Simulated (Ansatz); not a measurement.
Process, species as SMILES: Cl[C]Cl (closed-shell singlet) + 3 [H][H] (H2) → C (CH4) + 2 Cl (HCl)
B3LYP-D3(BJ)/def2-TZVP geometries, fixed; electronic energies without zero-point terms.
Largest species:
```
C
H 1 1.0892
H 1 1.0892 2 109.47
H 1 1.0892 2 109.47 3 120.00
H 1 1.0892 2 109.47 3 -120.00
```

How fast the energy of full hydrogenation converges with the basis for several methods (Ansatz, a first-principles code): deviation from each method's own reference, in kcal/mol. References: B2PLYP -130.26 kcal/mol, the value in pcseg-4; B3LYP -129.03 kcal/mol, the value in pcseg-4; CCSD(T) -129.78 kcal/mol, Hartree-Fock in aug-cc-pV(Q+d)Z plus the correlation part extrapolated as X^-3 from aug-cc-pV(T+d)Z and aug-cc-pV(Q+d)Z; HF -138.50 kcal/mol, the value in pcseg-4; MP2 -133.27 kcal/mol, Hartree-Fock in aug-cc-pV(Q+d)Z plus the correlation part extrapolated as X^-3 from aug-cc-pV(T+d)Z and aug-cc-pV(Q+d)Z; PBE -124.66 kcal/mol, the value in pcseg-4. Cartesian d functions, on some or all atoms, in 6-311G**; all else is spherical. In correlated methods cores are frozen. A restricted Hartree-Fock determinant is unstable towards unrestricted orbitals. No added dispersion term, no relativity. A restricted B2PLYP determinant is unstable towards unrestricted orbitals. 

```json
[
 {"basis": "6-31G", "functions": "35", "B2PLYP": "-10.12", "B3LYP": "-10.42", "CCSD(T)": "-3.74", "HF": "-15.87", "MP2": "-7.52", "PBE": "-10.72"},
 {"basis": "def2-SV(P)", "functions": "50", "B2PLYP": "9.66", "B3LYP": "8.90", "CCSD(T)": "15.54", "HF": "2.80", "MP2": "12.71", "PBE": "9.27"},
 {"basis": "6-311G**", "functions": "72", "B2PLYP": "-4.47", "B3LYP": "-4.81", "CCSD(T)": "-1.42", "HF": "-5.64", "MP2": "-4.02", "PBE": "-5.16"},
 {"basis": "aug-pcseg-1", "functions": "77", "B2PLYP": "-3.89", "B3LYP": "-2.55", "CCSD(T)": "-5.03", "HF": "-5.18", "MP2": "-6.27", "PBE": "-3.05"},
 {"basis": "pcseg-2", "functions": "98", "B2PLYP": "-1.20", "B3LYP": "-1.08", "CCSD(T)": "-1.07", "HF": "-1.18", "MP2": "-2.13", "PBE": "-0.92"},
 {"basis": "cc-pV(Q+d)Z", "functions": "183", "B2PLYP": "-0.15", "B3LYP": "-0.09", "CCSD(T)": "-0.68", "HF": "0.01", "MP2": "-0.86", "PBE": "-0.11"},
 {"basis": "aug-pcseg-3", "functions": "281", "B2PLYP": "-0.25", "B3LYP": "-0.10", "CCSD(T)": "-0.88", "HF": "-0.22", "MP2": "-1.15", "PBE": "-0.06"},
 {"basis": "cc-pV(5+d)Z", "functions": "311", "B2PLYP": "0.10", "B3LYP": "-0.04", "CCSD(T)": "0.04", "HF": "0.10", "MP2": "-0.11", "PBE": "-0.02"}
]
```

Mean absolute deviation over 6-311G**, pcseg-2: CCSD(T) 1.25, B2PLYP 2.83, B3LYP 2.95, PBE 3.04, MP2 3.07, HF 3.41 kcal/mol.
